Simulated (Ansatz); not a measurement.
Two structures of SiPH7O, singlet, reached by relaxing down either side of one saddle point (PBE0-D4/def2-TZVP). Energies are electronic, without zero-point energy. Program: Ansatz 0.2.0. Basis: def2-TZVPP and def2-QZVPP. Cores are frozen in the correlated methods. Extrapolation: Hartree–Fock as exp(−7.88 √X), correlation as X^−2.97. First:

| atom | x (Å) | y (Å) | z (Å) |
| --- | --- | --- | --- |
| Si1 | -1.5139 | 0.9062 | -0.0912 |
| O2 | -0.0503 | 1.2134 | 0.6122 |
| H3 | -2.1656 | -0.2980 | 0.4887 |
| H4 | -2.4370 | 2.0614 | 0.0904 |
| H5 | -1.2432 | 0.7002 | -1.5309 |
| H6 | 1.8247 | -1.3986 | 0.9242 |
| P7 | 1.3025 | -1.5626 | -0.3841 |
| H8 | -0.0495 | 1.4388 | 1.5430 |
| H9 | 2.2559 | -2.5573 | -0.7325 |
| H10 | 2.0767 | -0.5033 | -0.9200 |

Second:

```xyz
10
angstrom
Si -0.9762 -0.1208 -0.8055
O 0.3804 1.4727 1.9556
H -1.7490 -0.5166 0.3977
H -1.0172 1.3494 -0.9877
H -1.5685 -0.7825 -1.9989
H 1.0714 0.9182 1.5770
P 1.1738 -0.7322 -0.4761
H 0.1673 1.0660 2.7985
H 0.9401 -2.1221 -0.6397
H 1.5781 -0.5322 -1.8210
```

(1) Which bonds change from the first to the second?

(2) Give the saddle point's structure and its height above each. (An estimate is asked for; the value comes from the calculation.)

T1 diagnostic: at most 0.013.

## Answers

(1) SiH₄O ([OH][SiH3]) + PH₃ → SiPH₅ ([SiH3][PH2]) + H₂O; bonds formed: Si1–P7, O2–H6; bonds broken: Si1–O2, H6–P7.

(2) The calculation gives: 56.56 kcal/mol above the first and 42.55 kcal/mol above the second (CCSD(T) at an estimated basis limit (MP2 extrapolated from triple and quadruple zeta, plus CCSD(T) − MP2 in triple zeta)).
```
atom    x (Å)    y (Å)    z (Å)
 Si1  -0.9789   0.3927  -0.2444
  O2   0.2386   1.0105   0.9476
  H3  -1.6988  -0.8737   0.0468
  H4  -1.9572   1.4127   0.3050
  H5  -0.8553   0.8127  -1.6589
  H6   1.0339   0.2022   0.8973
  P7   1.1924  -1.0402  -0.3550
  H8  -0.0548   1.4575   1.7512
  H9   0.9998  -2.4282  -0.2486
 H10   2.0805  -0.9460  -1.4410
```

Labels in which every atom is bracketed show which atoms are joined, not bond orders.

For scale, one of the runs: CCSD(T)/def2-TZVPP, 213 basis functions, launched by `ansatz run in.yaml --threads 4 --pin off --events-out ev --progress --plain --max-ram 9574MiB`. Time: 43 s of wall clock on 4 CPU threads of an AMD EPYC 7R43; the host was shared. Peak host memory: 2.9 GiB.
